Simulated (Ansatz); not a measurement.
Results of PBEsol (Ansatz, a quantum-chemistry and plane-wave program, PAW) for rock-salt EuSe.

Input:

Ansatz 0.2 input:
```yaml
crystal:
  lattice:
    - [0.0, 2.9867945893, 2.9867945893]
    - [2.9867945893, 0.0, 2.9867945893]
    - [2.9867945893, 2.9867945893, 0.0]
  atoms:
    - { symbol: Eu, position: [0.0, 0.0, 0.0], spin: 7.0 }
    - { symbol: Se, position: [0.5, 0.5, 0.5], spin: 0.0 }
basis:
  ecutwfc: 520
  ecutrho_ratio: 4
  xc_grid: 2
kpoints:
  mp_grid: { grid: [16, 16, 16] }
hamiltonian:
  xc: pbesol
  dispersion: none
  pseudopotentials: { kind: paw }
scf:
  occupations: { method: fermi_dirac, width: 0.05 }
  convergence: { dr2_threshold: 0.0000000002 }
output:
  forces: true
  stress: true
  eigenvalues: true
magnetization:
  spin_polarized: true
```

Excerpt of the program's output:

```
Crystal: 2 atoms, lattice volume = 53.290 Å³
Basis set: ecut = 520 eV, 1459 PW (Γ), exchange–correlation on 64×64×64 points (8 copies of the dense FFT grid, shifted against one another)
Bands: 24, of which v1, the nominal top of the filled ones, is band 17 counted from 1 (16 counted from 0)
Symmetry: 48 space group operations
Space group: Fm-3m (ITA 225), of the structure as read, at distance tolerance 3.8e-5 Å
k-points: 145 of 4096
Initial density: superposition of atomic densities (chi_scale 0.1, normalization cell)
Functional: x = pbesol(κ = 0.804, μ = 0.12345679012345678), c = pbesol(β = 0.046)
spin=Collinear: Kerker preconditioning applied to the charge; magnetization (m = ρ↑ − ρ↓) channel mixes plain (no charge-response kernel on spin).
SCF 1 converged in 15 iterations: F = -14092.810235 eV  dr2 = 4.27e-11
SCF converged after 15 iterations
Magnetization: 6.9493 μB (19.9746 up, 13.0254 down)
Free energy (F): -14092.810235 eV
Internal energy: -14092.799033 eV  (E = F + TS)
E sigma→0 (E₀):  -14092.804634 eV
Fermi energy:    11.803295 eV
--- Stress (GPa, compression-positive) ---
       -0.000126       0.000000      -0.000000
       -0.000000      -0.000126       0.000000
       -0.000000      -0.000000      -0.000126
  P = ⅓ Tr σ = -0.0001 GPa (-0.001 kbar)
```

The PAW data were made under PBE.

The run is spin-polarised with parallel starting moments, which need not be the measured order.

Note: the magnetic order was assumed, not searched for or taken from measurement. Note: the 4f shell is treated without U or exact exchange, so its levels and filling can be wrong. Note: the volume lies 10 % below that of the published cell.
